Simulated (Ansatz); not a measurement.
Structure relaxation of Sc2Br

Theory: DFT PBE, scalar-relativistic, plane waves, PAW in Ansatz. Cutoff 420 eV, Γ-centred k mesh, Gaussian smearing, no spin polarisation in the final step.

The start is a random cell of Sc2Br with space group I-4m2 (No. 119), drawn with lower limits on the distances.

```
Sc Br
1.0
    -3.48000    3.48000    3.02912
     3.48000   -3.48000    3.02912
     3.48000    3.48000   -3.02912
Sc Br
4 2
Direct
  0.41372 0.15674 0.25698
  0.89976 0.15674 0.74302
  0.84326 0.58628 0.74302
  0.84326 0.10024 0.25698
  0.66667 0.66667 0.00000
  0.33333 0.33333 0.00000
```

Cell and atoms relax at zero pressure; the relaxation can't lower the symmetry of the start. After a coarse first stage the cell is made exact in the group found at 0.06 Å.

Energies over the elements count from the elements' standard structures at the same level, with no empirical corrections.

(1) Describe the relaxed structure.

(2) What are its volume, energy, density and gap?

Answers

(1) It ends in I4/mmm (No. 139). Conventional cell: a = 7.676 Å, c = 6.014 Å. Sc has 2 Br at 2.76 Å and 3 Sc at 3.08–3.25 Å; Br has 4 Sc at 2.76 Å and 2 Br at 2.95–3.06 Å.

```
Sc Br
1.0
    -3.83796    3.83796    3.00717
     3.83796   -3.83796    3.00717
     3.83796    3.83796   -3.00717
Sc Br
4 2
Direct
  0.29916 0.00000 0.29916
  0.70084 0.00000 0.70084
  0.00000 0.70084 0.70084
  0.00000 0.29916 0.29916
  0.74525 0.74525 0.00000
  0.25475 0.25475 0.00000
```

(2) The volume per atom is 29.53 Å³ and the density is 3.18 g/cm³. The energy over the elements is 0.06 eV/atom and the gap on the 8×8×8 mesh is 0 eV (a metal).

The final run used a 8×8×8 mesh on its 6-atom cell and 0.10 eV smearing. For metals, differences of a few meV/atom aren't resolved. Symmetry constrained the relaxation, so the result can be a saddle point.

Cost: 2 runs of about 2.8 core-minutes in all, on Intel Xeon Platinum 8488C (Sapphire Rapids) (shared hosts).